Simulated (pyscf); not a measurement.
Routes from `[NH2][GaH][OH]` + `[H][H]`

Candidate steps break at most two bonds and form at most two. Each was searched with GFN2-xTB (tblite) first. PySCF, gas phase, ωB97X-D3(BJ)/def2-SVP geometries. Energies: ωB97M-D3(BJ)/def2-TZVP, eV, from the separated reactants, singlet surface; ΔG‡ with ideal gas, 1 atm, RRHO with modes under 100 cm⁻¹ raised to 100, one conformer, R ln 2 for chiral ones without a mode under 150 cm⁻¹.

```
products                        type   ΔE‡     ΔE  ΔG‡ 298 K  ΔG‡ 900 K  ν‡ (cm⁻¹)
--------------  --------------------  ----  -----  ---------  ---------  ---------
HO–GaH₂ + NH₃   four-centre exchange  1.05  +0.20       1.45       2.25      1392i
H₂N–GaH₂ + H₂O  four-centre exchange  1.10  +0.40       1.49       2.27      1312i
```

Row 1: On the product side the descent ends in an adduct with a Ga–N contact (not fully relaxed), 1.01 eV under the separated species and 1.77 eV under the saddle at ωB97X-D3(BJ)/def2-TZVP. Row 2: On the product side the descent ends in an adduct with a Ga–O contact, 0.45 eV under the separated species and 1.08 eV under the saddle at ωB97X-D3(BJ)/def2-TZVP. 

Plain bond fissions and candidates not yet searched are not listed, and one of them may be faster. Each barrier is that of the saddle found; lower ones may exist. Elements up to Kr have no core potential and no relativistic terms here.
